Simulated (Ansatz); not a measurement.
Basis-set extrapolation for C2H2ClFO, SMILES `O/C=C(/F)Cl` (PBE0-D4/def2-TZVP geometry, frozen core, Ansatz 0.2.0). Multiplicity 1, RHF reference.

|  | def2-TZVPP | def2-QZVPP |
| --- | --- | --- |
| HF | -710.774324 | -710.798371 |
| MP2 correlation | -0.988952 | -1.073070 |
| CCSD(T) correlation | -1.055563 | not run |

Energies in hartree. Use E(X) = E(∞) + A·exp(−7.88·√X) for Hartree–Fock and E(X) = E(∞) + B·X^(−2.97) for correlation, with X = 3 and 4, and add CCSD(T) minus MP2 of the smaller set to the MP2 limit.

Problem. What is the CCSD(T) energy at the basis-set limit?

Solution. HF limit: -710.798371 + (-0.024047) × 0.13774 = -710.80168. MP2 limit: -1.073070 + (-0.084118) × 0.74074 = -1.13538. Higher-order term: -1.055563 − (-0.988952) = -0.06661. Total: -712.00367 hartree, 456.3 kJ/mol below CCSD(T)/def2-TZVPP.
